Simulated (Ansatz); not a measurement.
# Reading a saddle point

A first-order saddle point of SiH2S, closed shell, PBE0-D4/def2-TZVP, with one imaginary mode of 1337i cm⁻¹:

```tsv
atom	x (Å)	y (Å)	z (Å)
H1	-1.2417	-0.3791	0.0434
S2	-0.4538	0.5745	-1.3074
Si3	0.1278	0.1343	0.5997
H4	1.5676	-0.3298	0.6643
```

Computed with Ansatz 0.2.0 (basis: def2-TZVPP and def2-QZVPP); correlated methods freeze the cores. Extrapolation: Hartree–Fock as exp(−7.88 √X), correlation as X^−2.97.

(1) Which contacts change along the imaginary mode, and what lies on either side? (Judge from chemistry; the calculation decides.)

(2) Which side is lower, and how far does the saddle lie above each? (To be estimated.)

T1 diagnostic: at most 0.026. The T1 diagnostic is large here, which may signal multireference character or strong orbital relaxation, so CCSD(T) is less sure. The restricted Hartree–Fock reference is unstable towards an unrestricted one at one or more of these structures.

Answers

(1) The calculation gives: The step is SiH₂S ([SiH][SH]) → SiH₂S ([SiH2][S]). Shortening one way: H1–Si3; lengthening the same way: H1–S2.
```csv
pair,one side (Å),saddle (Å),other side (Å)
H1–Si3,2.65,1.56,1.49
H1–S2,1.35,1.83,3.04
```

(2) By the calculation: The side with H1–Si3 short is lower by 48.5 kJ/mol; the saddle lies 227.2 kJ/mol above it and 178.7 kJ/mol above the other (CCSD(T) at an estimated basis limit (MP2 extrapolated from triple and quadruple zeta, plus CCSD(T) − MP2 in triple zeta); electronic energies).

Labels in which every atom is bracketed show which atoms are joined, not bond orders.

For scale, one of the runs: CCSD(T)/def2-TZVPP, 112 basis functions (an equivalent command: `ansatz run in.yaml --threads 2`). The run took about 3.3 s on 2 CPU threads (shared host).
